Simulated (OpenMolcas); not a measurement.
# UHF/6-311++G(3df,3pd) run of S2 (sulfur dimer)

Aim: the vertical ionisation energy of S2 (sulfur dimer) at UHF/6-311++G(3df,3pd), from 2 runs. 

The calculation is run with OpenMolcas 26.06.

### Step 1. The structure to begin with

The species is S2 (2 atoms), meant as a triplet with charge 0. SMILES: `S=S`. The bond length is the measured one.

Bond lengths: S1–S2 1.889 Å.

### Step 2. Energy and forces at UHF/6-311++G(3df,3pd)

The input, input.xyz:

```xyz
2

S      0.000000     0.000000     0.000000
S      0.000000     0.000000     1.889200
```

The input, job.inp:

```
* S2 Hartree-Fock
&GATEWAY
BASLIB = $CurrDir
COORD = input.xyz
BASIS = 6-311ppG3df3pd
GROUP = NoSym
&SEWARD
&SCF
UHF
SPIN = 3
PRORBITALS = 0
&ALASKA
```

The basis set 6-311++G(3df,3pd) is read from a file made from the Basis Set Exchange's data (not shown).

Command:

```bash
$ export MOLCAS_MEM=1860
$ pymolcas job.inp > job.log
```

Standard output:

```text
--- Start Module: gateway ---
[...]
--- Stop Module: gateway /rc=_RC_ALL_IS_WELL_ ---
[...]
      Basis functions           94
[...]
--- Start Module: scf ---
[...]
       Convergence after  13 Iterations
[...]
::    Total SCF energy                               -795.0874857105
[...]
      Total spin, S                                     1.0195338911
[...]
      Total electronic charge=   32.000000
      Total            charge=   -0.000000
[...]
      Dipole Moment (debye):
      Origin of the operator (angstrom)=    0.0000    0.0000    0.9446
                   X=  2.4692E-15               Y= -7.7955E-16               Z=  2.3140E-14           Total=  2.3284E-14
      Quadrupole Moment (debye*angstrom):
[...]
--- Stop Module: scf /rc=_RC_ALL_IS_WELL_ ---
[...]
--- Start Module: alaska ---
[...]
 *              Molecular gradients               *
 **************************************************
  Irreducible representation: a
 ------------------------------------------------------------------------------------------
                              X                       Y                       Z
 ------------------------------------------------------------------------------------------
  S1               -1.88331142866909E-15    2.16773175040082E-15   -1.89413518431003E-02
  S2                1.88331142866910E-15   -2.16773175040082E-15    1.89413518431074E-02
 ------------------------------------------------------------------------------------------
--- Stop Module: alaska /rc=_RC_ALL_IS_WELL_ ---
[...]
```

Run time: 6.3 s. Hardware: 1 thread of Arm Neoverse V2, shared host; peak memory 0.52 GiB.

### Step 3. The doublet cation

input.xyz is that of step 2.

The input, job.inp:

```
&gateway
  baslib=$CurrDir
  coord=input.xyz
  basis=6-311ppG3df3pd
  group=NoSym

&seward

&scf
  uhf
  charge=1
  spin=2
  prorbitals=0

&alaska
```

The basis set 6-311++G(3df,3pd) is read from a file made from the Basis Set Exchange's data (not shown).

Command:

```bash
$ export MOLCAS_MEM=1860
$ pymolcas job.inp > job.log
```

Standard output:

```text
--- Start Module: gateway ---
[...]
--- Stop Module: gateway /rc=_RC_ALL_IS_WELL_ ---
[...]
      Basis functions           94
[...]
--- Start Module: scf ---
[...]
       Convergence after  20 Iterations
[...]
::    Total SCF energy                               -794.7376014114
[...]
      Total spin, S                                     0.5149924891
[...]
      Total electronic charge=   31.000000
      Total            charge=    1.000000
[...]
      Dipole Moment (debye):
      Origin of the operator (angstrom)=    0.0000    0.0000    0.9446
                   X=  7.5975E-15               Y= -4.9004E-15               Z= -2.3273E-11           Total=  2.3273E-11
      Center of Charge (angstrom)
[...]
--- Stop Module: scf /rc=_RC_ALL_IS_WELL_ ---
[...]
--- Start Module: alaska ---
[...]
 *              Molecular gradients               *
 **************************************************
  Irreducible representation: a
 ------------------------------------------------------------------------------------------
                              X                       Y                       Z
 ------------------------------------------------------------------------------------------
  S1                5.17663789525118E-16    4.31549955500517E-16   -9.28332133341243E-02
  S2               -5.17663789525068E-16   -4.31549955500504E-16    9.28332133341172E-02
 ------------------------------------------------------------------------------------------
--- Stop Module: alaska /rc=_RC_ALL_IS_WELL_ ---
[...]
```

Wall time 7.8 s (1 thread of Arm Neoverse V2, shared host); peak memory 0.52 GiB.

### Step 4. What came out

At UHF/6-311++G(3df,3pd):

| quantity | value |
| --- | --- |
| triplet S2: total energy | -795.08749 Eh |
| triplet S2: dipole moment | 0.00 D |
| triplet S2: HOMO energy (highest over α and β) | -10.38 eV |
| triplet S2: LUMO energy (lowest over α and β) | 0.16 eV |
| triplet S2: ⟨S²⟩ | 2.059 |
| triplet S2: largest force on an atom | 0.974 eV/Å |
| doublet cation: total energy | -794.73760 Eh |
| doublet cation: HOMO energy (highest over α and β) | -18.05 eV |
| doublet cation: LUMO energy (lowest over α and β) | -8.72 eV |
| doublet cation: ⟨S²⟩ | 0.780 |
| doublet cation: largest force on an atom | 4.774 eV/Å |
| vertical ionisation energy (to the doublet cation) | 9.521 eV |

In words: Removing an electron at fixed nuclei costs 9.52 eV (220 kcal/mol). The largest force (triplet S2) is 0.97 eV/Å: the shape isn't a stationary point for this species at this level.
